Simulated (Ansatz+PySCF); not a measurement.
**doublet NO: levels of theory in one basis**

```xyz
2

N     0.0000    0.0000   -0.6093
O     0.0000    0.0000    0.5331
```

Basis set: STO-3G (spherical functions). Frozen core: 2 orbitals. Correlation on ROHF uses semicanonical orbitals with singles. Charge 0, multiplicity 2.

Computed with Ansatz (development build ahead of 0.2.0); each method stands on the lowest determinant of its kind that the runs found.

```
                            method  E − E(ROHF) (eV)  <S²> of the determinant
                              ROHF              0.00                     0.75
                               UHF             -0.09                     0.92
                           UHF-MP2             -2.67                     0.92
                         ROHF-CCSD             -3.43                        –
                          UHF-CCSD             -3.46                     0.92
                      ROHF-CCSD(T)             -3.52                        –
                       UHF-CCSD(T)             -3.52                     0.92
full CI (lowest root of this spin)             -3.56                        –
```

What does ROHF-MP2 give on the same scale?

-3.23 eV.

Is a single determinant a sound starting point here?

Only with care. Unrestricted orbitals gain 0.09 eV and <S²> is 0.92 against 0.75 for a pure state, a contamination that matters most for the unrestricted series.

Caution for UHF, UHF-MP2, UHF-CCSD, UHF-CCSD(T): the unrestricted determinant is spin contaminated.
